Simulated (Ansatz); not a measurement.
**SiPH3 (H-bridged), singlet: the ladder up to RCCSDT(Q)**

Geometry: a PBE0/def2-TZVP stationary point for this spin, not checked as a minimum.

```yaml
atoms:
  - { symbol: Si, position_ang: [-0.0282, 0.0000, 1.0177] }
  - { symbol: P, position_ang: [-0.0215, 0.0000, -1.0416] }
  - { symbol: H, position_ang: [1.2627, 0.0000, -0.1869] }
  - { symbol: H, position_ang: [0.0919, 1.1877, 1.9190] }
  - { symbol: H, position_ang: [0.0919, -1.1877, 1.9190] }
```

Basis cc-pVDZ; Ansatz 0.2.0. Only valence electrons are correlated (noble-gas cores frozen), which leaves 12 electrons in 41 orbitals. R marks a restricted (for open shells ROHF) determinant.

Full CI isn't at hand for all of this; RCCSDT(Q) serves as the reference, and is uncertain by the last step of the cluster series or more.

```
UHF ⟨S²⟩                          : 0.000
T1 diagnostic (RCCSD)             : 0.0146
largest doubles amplitude (RCCSD) : 0.047
```

```
   level  E − E(RHF) (eV)
    RMP2          -5.8496
   RCCSD          -6.8398
RCCSD(T)          -7.0820
```

Estimate how far RCCSDT(Q) in cc-pVDZ lies from RCCSD(T). The table doesn't fix it; the size of (T) and the diagnostics are the guide.

RCCSDT(Q) in cc-pVDZ lies 1.73 mEh below RCCSD(T), which is 19 % of the (T) step (-8.90 mEh). The diagnostics are small and the rest is a small part of (T), but (T) is large here. The miss exceeds 1 kcal/mol.

The other levels:

```csv
level,E − E(RCCSDT(Q)) (mEh),share of correlation (%),wall time
CISD,33.87,87.07,1.1 s
BCCD(T),1.68,99.36,0.81 s
RCCSDT,0.60,99.77,–
```

The correlation energy at RCCSDT(Q), counted from RHF, is -7.129 eV. That run took 9 s on 1 thread of Arm Neoverse V1, shared host.

Times hold each run's SCF and search for its determinant on a shared host, so for small cases they say little of a method's own cost; they ran on 1 thread of Arm Neoverse V1. Some runs computed forces too.

Atomization energy (electronic, same basis, no zero-point term; atoms at the same level, unrestricted beside the R rows where the molecule is a closed shell, with restricted open-shell steps beyond CCSDT(Q)) at RCCSDT(Q): 1011.2 kJ/mol. Errors of other levels:

```csv
level,error (kJ/mol)
RHF,-299.1
RMP2,-19.4
CISD,-78.0
RCCSD,-20.6
RCCSD(T),-2.5
BCCD(T),-2.3
RCCSDT,-1.3
```

This basis is far from its limit, so the value isn't to be set against a measured one. Truncated CI isn't size-consistent, which counts against it in atomization.
